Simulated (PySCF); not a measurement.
The isolated species ethynethiol (`C#CS`) is ionised with synchrotron light (hν = 2900.0 eV). Calculated photoelectron kinetic energies of its computed core levels, recoil neglected:

```tsv
line	kinetic energy (eV)
1	2609.49
2	2608.63
3	421.16
```

Method: delta-SCF UKS SCAN, pcX-2 on the ionised atom, pcseg-1 elsewhere, spin-free X2C (PySCF 2.14.0).

**Question.** Convert to binding energies and name the level and atom behind each line. Numbering: `[CH:1]#[C:2][SH:3]`.

**Answer.** Against the vacuum level, binding energy = hν − kinetic energy.

| line | binding energy (eV) | level | atoms | environment |
| --- | --- | --- | --- | --- |
| 1 | 290.51 | C 1s | C1 | terminal alkyne carbon |
| 2 | 291.37 | C 1s | C2 | alkyne carbon |
| 3 | 2478.84 | S 1s | S3 | thiol sulfur |

**Question.** Where does line 2 move with hν = 1000.0 eV?

**Answer.** To 1000.0 − 291.37 = 708.63 eV; every photoline shifts by the change in photon energy, -1900.0 eV.

Lowest listed C 1s: C1, bonded to C (triple bond) and H. Highest, 0.86 eV above it: C2, bonded to S and C (triple bond).

**Question.** Which effective nuclear charge Zeff reproduces each element's mean 1s value in the hydrogen-like formula E = 13.606 eV × Zeff²?

**Answer.** C (Z = 6): mean 290.9 eV, Zeff = 4.62, Z − Zeff = 1.38; S (Z = 16): mean 2478.8 eV, Zeff = 13.50, Z − Zeff = 2.50. Means run over the listed sites, weighted by atom count.

Other core shells, valence and Auger electrons aren't listed. Not every level is listed. Spin contamination (⟨S²⟩ against 0.75 for a pure doublet) is marked for C 1s of C2 (0.86), which makes this value less certain. Geometry: PBE0-D3(BJ)/def2-SVP; no solvent, vibrations or thermal averaging.
